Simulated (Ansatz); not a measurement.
# SiF+ (triplet): the correlation ladder at distance Si1–F2 = 1.746 Å, 6-31G

How much of the correlation energy of SiF+ (triplet) does each wave-function method recover here?

Program: Ansatz 0.2.0, Gaussian basis. Level of theory: 6-31G, core rule «outside noble gas», up to 6 orbitals frozen. These are calculated values, not measurements.

The runs, in order: UHF; CCSD(T) on ROHF; CCSD(T) on UHF; BCCD(T) on ROHF; CISD; CCSDT(Q) on ROHF; CCSDT(Q) on UHF; CISDTQ; CCSDTQ on ROHF; CCSDTQ on UHF; CASSCF and MRCISD+Q, 4 electrons in 4 orbitals; CASSCF and NEVPT2, 4 electrons in 4 orbitals; CASSCF and MRCISD+Q, 10 electrons in 8 orbitals; CASSCF and MRCISD+Q(relaxed), 10 electrons in 8 orbitals; CASSCF and NEVPT2, 10 electrons in 8 orbitals; Full CI.

29 further runs of the same task are left out: 9 for a known fault of the program, 14 that didn't finish, 6 set aside as unsound or not needed.

**1. What is computed**

The geometry derives from a PBE0/def2-TZVP stationary point (not a proven minimum). One bond is set to the value named and the two fragments are kept rigid.

2 atoms, charge 1, spin multiplicity 3.

Atoms are counted from 1 here; the program's logs count them from 0.

Bond lengths: Si1–F2 1.746 Å.

**2. UHF**

Input file in.yaml:

```yaml
crystal:
  periodic: [false, false, false]
  atoms:
    - {symbol: Si, position_ang: [0.000000, 0.000000, 0.000000]}
    - {symbol: F, position_ang: [0.000000, 0.000000, 1.746000]}
basis:
  gaussian: {orbitals: 6-31G}
total_charge: 1
magnetization: {spin_polarized: true, initial_magnetization: 2}
hamiltonian: {xc: hf}
output: {orbitals: {seedname: orbitals}}
```

Started as:

```console
$ ansatz run in.yaml --threads 1 --pin off --events-out ev --progress --plain --max-ram 2393MiB
```

Further steps of the session: CCSD(T) on ROHF; CCSD(T) on UHF; BCCD(T) on ROHF; CISD; CCSDT(Q) on ROHF; CCSDT(Q) on UHF; CISDTQ; CCSDTQ on ROHF; CCSDTQ on UHF; CASSCF and MRCISD+Q, 4 electrons in 4 orbitals; CASSCF and NEVPT2, 4 electrons in 4 orbitals; CASSCF and MRCISD+Q, 10 electrons in 8 orbitals; CASSCF and MRCISD+Q(relaxed), 10 electrons in 8 orbitals; CASSCF and NEVPT2, 10 electrons in 8 orbitals; Full CI.

Q: Predict the results of all the runs planned. Wanted: FCI below the RHF energy; RMP2 from FCI; UMP2 from FCI; RCCSD from FCI; RCCSD(T) from FCI; UCCSD(T) from FCI; RCCSDT(Q) from FCI; UCCSDT(Q) from FCI; NEVPT2 pair from FCI.

**Answer**, as computed:

| quantity | value |
| --- | --- |
| FCI below the RHF energy | -4.4178 eV |
| RMP2 from FCI | +215.8 meV |
| UMP2 from FCI | +353.1 meV |
| RCCSD from FCI | +149.1 meV |
| RCCSD(T) from FCI | +34.8 meV |
| UCCSD(T) from FCI | +39.5 meV |
| RCCSDT(Q) from FCI | +0.8 meV |
| UCCSDT(Q) from FCI | -7.5 meV |
| NEVPT2 pair from FCI | +220.8 meV |
| MRCISD+Q pair from FCI | +91.2 meV |
| NEVPT2 valence from FCI | +393.5 meV |
| levels within 1 kcal/mol (43 meV) | RCCSD(T), UCCSD(T), BCCD(T), RCCSDT, UCCSDT, CISDTQ, RCCSDT(Q), UCCSDT(Q), RCCSDTQ, UCCSDTQ, MRCISD+Q(relaxed) valence |
| T1 diagnostic | 0.036 |
| effectively unpaired electrons | 2.04 |

RCCSD(T) lands +34.8 meV from the yardstick (0.8 % of the correlation energy). UCCSDT(Q) falls below full CI: unrestricted runs freeze a spin-polarised core, another one than full CI's, and coupled cluster isn't variational. One determinant dominates. Of the multireference levels listed MRCISD+Q(relaxed) valence comes nearest in total energy (+7.4 meV), which doesn't show that its space is the better one. These misses are within one basis, not against nature; the frozen cores of restricted and unrestricted runs differ, which can shift their rows.
